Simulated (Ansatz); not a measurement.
# SiH₃ (doublet): the correlation ladder at scale of all distances = 1.099, 6-31G

Aim: climb from Hartree-Fock through coupled cluster and multireference methods for SiH₃ (doublet) at one geometry and basis, and see what each rung misses.

Method: 6-31G, core rule «outside noble gas», up to 5 orbitals frozen; program: Ansatz 0.2.0, Gaussian basis.

The runs, in order: UHF; CCSD(T) on ROHF; CCSD(T) on UHF; BCCD(T) on ROHF; CISD; CCSDT(Q) on ROHF; CCSDT(Q) on UHF; CISDTQ; CCSDTQ on ROHF; CCSDTQ on UHF; CASSCF and MRCISD+Q, 3 electrons in 3 orbitals; CASSCF and NEVPT2, 3 electrons in 3 orbitals; CASSCF and MRCISD+Q, 7 electrons in 7 orbitals; CASSCF and NEVPT2, 7 electrons in 7 orbitals; Full CI.

7 further runs of the same task are left out: 1 for a mislabelled method, 4 that didn't finish, 2 set aside as unsound or not needed.

### Step 1. What is computed

The geometry derives from a PBE0/def2-TZVP stationary point (not a proven minimum). All distances are scaled together.

4 atoms, charge 0, spin multiplicity 2.

Atoms are counted from 1 here; the program's logs count them from 0.

Bond lengths: Si1–H2 1.633 Å, Si1–H3 1.633 Å, Si1–H4 1.633 Å. Angles: H2–Si1–H3 111.3°, H2–Si1–H4 111.3°, H3–Si1–H4 111.3°.

### Step 2. UHF

The input, in.yaml:

```yaml
crystal:
  periodic: [false, false, false]
  atoms:
    - {symbol: Si, position_ang: [0.000099, -0.000068, -0.048067]}
    - {symbol: H, position_ang: [1.555468, 0.016038, 0.449620]}
    - {symbol: H, position_ang: [-0.792443, 1.340800, 0.442929]}
    - {symbol: H, position_ang: [-0.765770, -1.354937, 0.446808]}
basis:
  gaussian: {orbitals: 6-31G}
magnetization: {spin_polarized: true, initial_magnetization: 1}
hamiltonian: {xc: hf}
output: {orbitals: {seedname: orbitals}}
```

Command:

```
$ ansatz run in.yaml --threads 1 --pin off --events-out ev --progress --plain --max-ram 2393MiB
```

The runs that follow: CCSD(T) on ROHF; CCSD(T) on UHF; BCCD(T) on ROHF; CISD; CCSDT(Q) on ROHF; CCSDT(Q) on UHF; CISDTQ; CCSDTQ on ROHF; CCSDTQ on UHF; CASSCF and MRCISD+Q, 3 electrons in 3 orbitals; CASSCF and NEVPT2, 3 electrons in 3 orbitals; CASSCF and MRCISD+Q, 7 electrons in 7 orbitals; CASSCF and NEVPT2, 7 electrons in 7 orbitals; Full CI.

**Question.** What will the summary of the whole plan be? Wanted: FCI below the RHF energy; RMP2 from FCI; UMP2 from FCI; RCCSD from FCI; RCCSD(T) from FCI; UCCSD(T) from FCI; RCCSDT(Q) from FCI; UCCSDT(Q) from FCI; NEVPT2 pair from FCI.

**Answer**, as computed:

| quantity | value |
| --- | --- |
| FCI below the RHF energy | -2.1240 eV |
| RMP2 from FCI | +15.56 kcal/mol |
| UMP2 from FCI | +15.41 kcal/mol |
| RCCSD from FCI | +0.93 kcal/mol |
| RCCSD(T) from FCI | +0.31 kcal/mol |
| UCCSD(T) from FCI | +0.31 kcal/mol |
| RCCSDT(Q) from FCI | +0.01 kcal/mol |
| UCCSDT(Q) from FCI | +0.01 kcal/mol |
| NEVPT2 pair from FCI | +12.47 kcal/mol |
| MRCISD+Q pair from FCI | -0.27 kcal/mol |
| NEVPT2 valence from FCI | +3.57 kcal/mol |
| levels within 1 kcal/mol (43 meV) | RCCSD, UCCSD, RCCSD(T), UCCSD(T), BCCD(T), RCCSDT, UCCSDT, CISDTQ, RCCSDT(Q), UCCSDT(Q), RCCSDTQ, UCCSDTQ, MRCISD+Q pair, MRCISD valence, MRCISD+Q valence |
| T1 diagnostic | 0.014 |
| effectively unpaired electrons | 1.04 |

What this shows: RCCSD(T) lands +0.31 kcal/mol from the yardstick (0.6 % of the correlation energy). MRCISD+Q pair falls below full CI: the +Q correction isn't variational, and the cores differ from full CI's. One determinant dominates. Of the multireference levels listed MRCISD+Q valence comes nearest in total energy (+0.18 kcal/mol), which doesn't show that its space is the better one. These misses are within one basis, not against nature; the frozen cores of restricted and unrestricted runs differ, which can shift their rows.
